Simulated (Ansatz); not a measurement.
MgCl₂⁻. The state is a quartet with charge -1. Geometry PBE0-D4/def2-TZVPD; atoms count from 1.

```xyz
3

Mg   -0.195    1.162   -0.815
Cl   -1.024   -0.337    1.023
Cl    1.219   -0.825   -0.208
```

The highest occupied level of the charge -1 quartet lies above zero (up to 1.26 eV). It is a level of α spin, whose loss leaves a triplet; that state wasn't run at this geometry and level. The electron is either unbound and held by the finite basis, or the level is raised by self-interaction error. In the quartet, Cl2 and Cl3 lie 2.61 Å apart (atoms count from 1), so these atoms are partly bonded to each other. At PBE0-D4/def2-TZVPD a doublet of charge -1 lies 4.79 eV below the quartet, each at its own geometry. The structure comes from a short search, and lower isomers may exist.

Problem. Estimate the Mulliken populations from the PBE0/def2-TZVPD orbitals of Ansatz.

Solution. 
```json
{"atom": "Mg1", "charge (e)": "-0.54", "spin (α − β)": "2.17"}
{"atom": "Cl2", "charge (e)": "-0.23", "spin (α − β)": "0.42"}
{"atom": "Cl3", "charge (e)": "-0.23", "spin (α − β)": "0.42"}
```
Mulliken values and Mayer orders depend strongly on the basis. With diffuse functions, as here, like atoms can get unlike values, and bond orders can come out too low or too high.

Problem. Where does the spin sit?

Solution. Summed by element: Mg 2.17, Cl 0.83, of 3 unpaired in all. Largest on single atoms: Mg1 2.17, Cl2 0.42, Cl3 0.42.
